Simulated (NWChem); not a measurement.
Species: sulfur dioxide (SO2); SMILES O=S=O

Program: NWChem. The geometry was optimised at PBE0/def2-SVP.

For level PBE/def2-SVP:

- highest occupied level (eV): -7.58
- orbital gap (eV): 3.38

Problem. Estimate the same quantities for level PBE/def2-QZVP.

Solution. 
| Property | Result |
|---|---|
| highest occupied level (eV) | -8.06 |
| orbital gap (eV) | 3.51 |
